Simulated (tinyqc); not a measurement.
Extended Hueckel theory, for LiH, step by step. Computed by tinyqc, a small Python program that keeps every step (integrals from PySCF). Settings: charge = 0, K = 1.75, weighted = 1, multiplicity = 1. Command: `OMP_NUM_THREADS=1 python tinyqc.py 27153 27154 out.jsonl` (the two numbers bound the seeds that draw the settings). One thread of a shared host (Intel(R) Xeon(R) Processor @ 2.60GHz), about 0.01 s of CPU time with the checks.

## Overlaps

Geometry (angstrom):
```
atom         x         y         z
Li    0.000000  0.000000  0.000000
H     0.000000  0.000000  1.512000
```

Parameters chosen for this run:
```
element  shell  Slater exponent   H_ii (eV)
H           1s         1.300000  -13.600000
Li          2s         0.650000   -5.400000
Li          2p         0.650000   -3.500000
```

Slater orbitals, each expanded in six Gaussians scaled to its exponent.

overlap S, lower triangle:
```
           1Li 2s   1Li 2px   1Li 2py   1Li 2pz     2H 1s
1Li 2s   1.000000
1Li 2px  0.000000  1.000000
1Li 2py  0.000000  0.000000  1.000000
1Li 2pz  0.000000  0.000000  0.000000  1.000000
2H 1s    0.374229  0.000000  0.000000  0.488590  1.000000
```

## Wolfsberg-Helmholz matrix

diagonal H_ii (eV): 1Li 2s -5.400000, 1Li 2px -3.500000, 1Li 2py -3.500000, 1Li 2pz -3.500000, 2H 1s -13.600000

K = 1.750000

H_ij = K' S_ij (H_ii + H_jj)/2 for i != j (the diagonal keeps H_ii), with K' = K + D^2 + D^4 (1 - K), D = (H_ii - H_jj)/(H_ii + H_jj), K = 1.75.

H (eV), lower triangle:
```
            1Li 2s    1Li 2px    1Li 2py    1Li 2pz       2H 1s
1Li 2s   -5.400000
1Li 2px   0.000000  -3.500000
1Li 2py   0.000000   0.000000  -3.500000
1Li 2pz   0.000000   0.000000   0.000000  -3.500000
2H 1s    -6.791245   0.000000   0.000000  -8.386559  -13.600000
```

## Orbitals

valence electrons = 2

Solve H C = S C e through S^(-1/2); fill by pairs from the bottom, a degenerate level sharing its electrons equally; each orbital has its largest coefficient positive (the first on a tie).

orbital energies (eV): -14.081231  -4.745320  -3.500000  -3.500000  6.846162

occupations: 2.000000  0.000000  0.000000  0.000000  0.000000

coefficients:
```
              MO1        MO2        MO3       MO4        MO5
1Li 2s   0.152484   0.843640   0.000000  0.000000   0.700325
1Li 2px  0.000000   0.000000  -0.125031  0.992153   0.000000
1Li 2py  0.000000   0.000000   0.992153  0.125031   0.000000
1Li 2pz  0.123869  -0.536597   0.000000  0.000000   1.039706
2H 1s    0.869953  -0.110124   0.000000  0.000000  -0.916929
```

sum of one-electron energies = -28.162462 eV

Within a degenerate level the vectors are fixed only up to a rotation; this is one choice.

## Mulliken analysis

P = C n C^T; charge = valence electrons (H 1, Li 1) minus the sum of (P S)_ii on the atom; overlap population = 2 sum P_ij S_ij between two atoms.

charges: 1Li 0.718223, 2H -0.718223

Overlap populations:
```
pair     value
2-1   0.409174
```
